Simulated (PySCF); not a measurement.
# A diatomic session: SiP+

An exercise on one series of results from a longer session: the logs are not shown, and one member is left open.

Program: PySCF 2.14.0. Level of theory: Si pcseg-1, P pcseg-1, no relativity. These are calculated values, not measurements.

Set-up of the first run:

Settings of the job:

```
atoms                         : Si, P
charge                        : 1
basis                         : Si pcseg-1, P pcseg-1
Hamiltonian                   : no relativity
basis functions               : 36
electrons treated             : 28
masses in u                   : 27.9769, 30.9738
levels                        : PBE0, PBE, r²SCAN, BLYP, B3LYP, LDA, ωB97X, HF, MP2, SCS-MP2, CCSD, CCSD(T)
grid                          : 80 radial by 434 angular points
occupations                   : held fixed by the projection of orbital angular momentum
dissociation limit            : Si+ + P, each in its ground configuration
starting distance in angstrom : 2.280
values of 2S to try           : 0, 2, 4
```

On the command line:

```bash
> OMP_NUM_THREADS=1 python dia.py task.json out
```

Among the steps run: Input; First curve: PBE0; Other states along the same grid; PBE; r²SCAN; BLYP; B3LYP (global hybrid GGA); LDA (local density); ωB97X (range-separated hybrid); UHF (mean field); Adding correlation.

One of the session's tables, all rows but one given; the rest of the session is left out.

Energy (eV) from each level's lowest point:

| R (Å) | UHF | UHF-MP2 | UHF-SCS-MP2 | UHF-CCSD | UHF-CCSD(T) |
| --- | --- | --- | --- | --- | --- |
| 1.923 | 0.909 | 0.947 | 0.962 | n/a | n/a |
| 2.012 | 0.372 | 0.394 | 0.410 | 0.432 | 0.453 |
| 2.102 | 0.094 | 0.104 | 0.116 | 0.130 | 0.142 |
| 2.169 | 0.008 | 0.012 | 0.019 | 0.026 | 0.032 |
| 2.236 | 0.000 | 0.000 | 0.000 | 0.000 | 0.000 |
| 2.303 | 0.049 | 0.049 | 0.040 | 0.032 | 0.026 |
| 2.393 | ? | ? | ? | ? | ? |
| 2.504 | 0.393 | 0.419 | 0.376 | 0.336 | 0.316 |
| 2.639 | 0.666 | 0.776 | 0.720 | 0.611 | 0.590 |
| 2.817 | 0.905 | 1.253 | 1.200 | n/a | n/a |

**Question.** Estimate the row for R (Å) = 2.393.

Worked estimate for «UHF». A straight line through the neighbours (2.303, 0.049) and (2.504, 0.393) gives 0.049 + (0.393 − 0.049) × (2.393 − 2.303) / (2.504 − 2.303) = 0.203; a parabola fitted to 4 rows on both sides gives 0.191.

As computed: UHF: 0.177; UHF-MP2: 0.183; UHF-SCS-MP2: 0.159; UHF-CCSD: 0.139; UHF-CCSD(T): 0.126. In «UHF» the line misses by +0.026 and the parabola by +0.014.
